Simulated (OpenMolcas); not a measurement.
CH2ClF (chlorofluoromethane): a line through the functionals

CH2ClF: 5 atoms, total charge 0, spin state singlet. As SMILES, `FCCl`. The coordinates come from a PBE0-D4/def2-TZVP relaxation.

The vertical ionisation energy (to the doublet cation) y, in eV, basis aug-cc-pVDZ; a is the functional's share of exact exchange. Programs: OpenMolcas 26.06.

| functional | program | a | y (eV) |
| --- | --- | --- | --- |
| TPSS | OpenMolcas | 0 | 11.32 |
| BLYP | OpenMolcas | 0 | 11.16 |
| B3LYP | OpenMolcas | 0.2 | 11.62 |
| PBE0 | OpenMolcas | 0.25 | ? |
| BHLYP | OpenMolcas | 0.5 | 11.72 |

Fit y = c + s·a to the known rows and predict PBE0.


1. Means of the 4 rows: a = 0.1750, y = 11.455.
2. Σ(Δa)² = 0.1675, Σ(Δa·Δy) = 0.1655, so the slope is 0.1655/0.1675 = 0.98806.
3. Intercept: 11.455 − (0.98806) × 0.1750 = 11.282. The largest residual of the fit is 0.14.
4. PBE0: 11.282 + (0.98806) × 0.25 = 11.53 eV.

The run gave 11.61 eV, so the prediction is off by -0.08 eV, within the scatter of the fit. The rows mix families of semi-local functionals, which the line can't see.
